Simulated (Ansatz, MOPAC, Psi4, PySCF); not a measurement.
System: C5H7, charge 0, multiplicity 2. SMILES: C1CC21[CH]C2
Geometry from a B3LYP-D3(BJ)/def2-TZVP (Ansatz, an electronic-structure program) optimisation:
```xyz
12

C     -0.0104     0.0495     0.0458
C      0.0456     0.7415     1.2927
C     -0.0167    -0.7412     1.3247
C      0.7119     0.0323    -1.2558
C     -0.8028     0.0636    -1.2167
H      0.7274     1.4572     1.7258
H     -0.9501    -1.2144     1.6178
H      0.8707    -1.3020     1.6078
H      1.1880    -0.8930    -1.5566
H      1.2321     0.9313    -1.5612
H     -1.3336    -0.8396    -1.4890
H     -1.2999     0.9860    -1.4891
```
Charge 0, spin multiplicity 2.

Wanted: size of the dipole moment, in D. Conventions: 6-31G* and kin with 6d, 5d where marked; 6-311+G** with 5d; PM7 with its own dispersion and hydrogen-bond terms; no spin-orbit coupling; open shells spin-unrestricted; dispersion terms only where a functional's name holds one; non-relativistic. Ab initio and DFT rows: single points at B3LYP-D3(BJ) geometries (Ansatz). Semi-empirical rows: dipoles at the shared geometry.

| level | program | size of the dipole moment (D) |
|---|---|---|
| PM7 | MOPAC | 0.79 |
| MNDO | MOPAC | 0.56 |
| PBE/3-21G | Ansatz | 0.73 |
| BLYP/6-31G* | Ansatz | 0.69 |
| BP86/def2-SVP | PySCF | 0.71 |
| B3LYP/3-21G | Ansatz | 0.69 |
| B3LYP/6-31G | Ansatz | 0.69 |
| B3LYP/6-31G* | Ansatz | 0.66 |
| B3LYP/6-31G** | Ansatz | 0.65 |
| B3LYP/def2-SVP | Ansatz | 0.67 |
| B3LYP/cc-pVDZ | Ansatz | 0.66 |
| PBE0/6-311+G** | Ansatz | 0.74 |
| M06-2X/6-311+G** | PySCF | 0.71 |
| wB97X-D/6-31G* | Psi4 | 0.67 |

No value to compare with is used here. The 14 habitual levels span 0.56 (MNDO) to 0.79 D (PM7).

The levels are drawn from those run, B3LYP/6-31G* more often than the rest, none by its result; runs whose electronic state is in doubt are left out.
